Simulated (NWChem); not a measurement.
## A calculation on ethanethiol (C$_{2}$H$_{6}$S)

SMILES: CCS
```xyz
9

C     -1.4828     0.7695    -0.2516
C     -0.5455    -0.4169    -0.4453
S      1.0731    -0.2620     0.4140
H     -2.4515     0.5831    -0.7462
H     -1.0578     1.6896    -0.6849
H     -1.6694     0.9573     0.8169
H     -0.9823    -1.3347    -0.0205
H     -0.3658    -0.6174    -1.5131
H      1.5270     0.7979    -0.2957
```
Charge 0, spin multiplicity 1.

All runs are NWChem calculations. All single points use one geometry, from B3LYP/def2-SVP, a minimum by its harmonic frequencies. It is one conformer; others weren't searched.

Symmetry labels belong to the abelian group C1 used in the runs, with the axes of the coordinates shown.

The correlated methods keep 7 core orbitals frozen. The Pople sets run with spherical d functions.

List the 3 singlet excitations that EOM-CCSD/6-31+G* (spherical d), 7 core orbitals frozen gives, with oscillator strengths.


| state | symmetry | energy (eV) | wavelength (nm) | f |
|---|---|---|---|---|
| 1 | a | 5.63 | 220 | 0.021 |
| 2 | a | 6.22 | 199 | 0.040 |
| 3 | a | 7.11 | 174 | 0.026 |
These are the lowest roots of each symmetry, so higher states are missing between them.
